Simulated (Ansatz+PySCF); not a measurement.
## doublet N2H4(+): levels of theory in one basis

```xyz
6

N    -0.0299    0.0000    0.6535
N     0.0299    0.0000   -0.6535
H     0.0092   -0.8981    1.1628
H     0.0092    0.8981    1.1628
H    -0.0092   -0.8981   -1.1628
H    -0.0092    0.8981   -1.1628
```

Basis set: cc-pVTZ (spherical functions). Left uncorrelated: 2 orbitals. Correlation on ROHF uses semicanonical orbitals with singles. Charge 1, multiplicity 2.

Computed with Ansatz (development build ahead of 0.2.0) and PySCF 2.14.0; each method stands on the lowest determinant of its kind that the runs found.

| method | E − E(ROHF) (eV) | <S²> of the determinant |
| --- | --- | --- |
| ROHF | 0.00 | 0.75 |
| UHF | -0.24 | 0.77 |
| ROHF-MP2 | -11.35 | – |
| UHF-MP2 | -11.22 | 0.77 |

**Question.** What does ROHF-CCSD(T) give on the same scale?

**Answer.** -12.17 eV.

Caution for ROHF-MP2, UHF-MP2: MP2 on this radical cation hangs on the determinant chosen.
